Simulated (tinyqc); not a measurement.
Ways to converge the cycle: SCF convergence aids in the sto-3g basis, for H2O, spin multiplicity 1. Computed by the program tinyqc with PySCF. 

Geometry (angstrom):

| atom | x | y | z |
|---|---|---|---|
| O | 0.0000 | 0.0000 | 0.0000 |
| H | 0.0000 | 0.8900 | 0.5540 |
| H | 0.0000 | -0.9460 | 0.5890 |

lowest restricted solution found by these runs and by PySCF = -74.935034 hartree

RHF with one setting changed at a time; a run stops when the energy changes by less than 1e-09 hartree and the error matrix is below 1e-5. The start is the core Hamiltonian. Damping d keeps d of the old density; a shift (hartree) raises the virtual levels; DIIS n extrapolates F over n matrices.

Largest element of the error matrix X^T (FDS - SDF) X:

| iteration | plain | damping 0.3 | damping 0.6 | shift 0.4 | DIIS 3 | DIIS 8 |
|---|---|---|---|---|---|---|
| 1 | 6.3e-01 | 6.3e-01 | 6.3e-01 | 6.3e-01 | 6.3e-01 | 6.3e-01 |
| 2 | 2.0e-01 | 1.7e-01 | 4.0e-01 | 2.7e-01 | 2.0e-01 | 2.0e-01 |
| 3 | 4.7e-02 | 6.9e-02 | 2.5e-01 | 4.4e-02 | 4.0e-02 | 4.0e-02 |
| 4 | 1.4e-02 | 3.2e-02 | 1.5e-01 | 1.0e-02 | 8.2e-03 | 8.2e-03 |
| 5 | 5.8e-03 | 1.7e-02 | 8.7e-02 | 5.2e-03 | 2.6e-03 | 2.4e-03 |
| 6 | 2.6e-03 | 1.1e-02 | 5.7e-02 | 3.0e-03 | 4.2e-04 | 1.4e-04 |
| 8 | 6.0e-04 | 3.8e-03 | 2.5e-02 | 1.1e-03 | 6.8e-06 | 1.8e-06 |
| 10 | 1.4e-04 | 1.4e-03 | 1.2e-02 | 4.3e-04 | - | - |
| 14 | 7.9e-06 | 2.2e-04 | 3.8e-03 | 7.3e-05 | - | - |
| 20 | - | 1.5e-05 | 8.6e-04 | - | - | - |
| 30 | - | - | 7.6e-05 | - | - | - |

How each run ends:

| run | iterations | E (hartree) | state |
|---|---|---|---|
| plain | 14 | -74.935034 | lowest found |
| damping 0.3 | 22 | -74.935034 | lowest found |
| damping 0.6 | 43 | -74.935034 | lowest found |
| shift 0.4 | 19 | -74.935034 | lowest found |
| DIIS 3 | 8 | -74.935034 | lowest found |
| DIIS 8 | 8 | -74.935034 | lowest found |

6 of 6 runs reach the lowest restricted solution found, in 8 to 43 iterations (fastest: DIIS 3, DIIS 8). Plain steps already contract here, so damping only slows them. DIIS 3 and DIIS 8 gain by cancelling the error over several earlier matrices, much as a quasi-Newton step does.
